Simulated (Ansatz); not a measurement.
# H₂Cl+ (triplet): the correlation ladder, def2-TZVPP

One table from this session's results is given with a row withheld; the runs are named, their logs left out.

Computed with Ansatz 0.2.0, Gaussian basis. Level: def2-TZVPP, core rule «outside noble gas», up to 5 orbitals frozen.

Plan: UHF; ROHF; CCSD(T) on UHF.

2 further runs of the same task are left out: 2 set aside as unsound or not needed.

## What is computed

The geometry is a PBE0/def2-TZVP stationary point (not a proven minimum) of the parent state, kept for this charge and spin.

3 atoms, charge 1, spin multiplicity 3.

Atoms are counted from 1 here; the program's logs count them from 0.

Bond lengths: Cl1–H2 1.310 Å, Cl1–H3 1.310 Å. Angles: H2–Cl1–H3 94.6°.

The first run:

Input file in.yaml:

```yaml
crystal:
  periodic: [false, false, false]
  atoms:
    - {symbol: Cl, position_ang: [0.000000, -0.047824, 0.000000]}
    - {symbol: H, position_ang: [0.000000, 0.841077, -0.962656]}
    - {symbol: H, position_ang: [0.000000, 0.841077, 0.962656]}
basis:
  gaussian: {orbitals: def2-TZVPP}
total_charge: 1
magnetization: {spin_polarized: true, initial_magnetization: 2}
hamiltonian: {xc: hf}
output: {orbitals: {seedname: orbitals}}
```

Command:

```bash
> ansatz run in.yaml --threads 1 --pin off --events-out ev --progress --plain --max-ram 2816MiB --backend cpu
```

Among the steps run: UHF; ROHF; CCSD(T) on UHF.

One table of the session follows, with a row left open; its other results are not shown here.

```
  method  from UCCSD(T) (kcal/mol)
    ROHF                         ?
     UHF                   +136.04
    UMP2                    +23.00
   UCCSD                     +4.37
UCCSD(T)                         0
```

**Question.** Estimate the row for ROHF.

As computed: from UCCSD(T) (kcal/mol): +141.68. In the column «from UCCSD(T) (kcal/mol)» it is the highest.
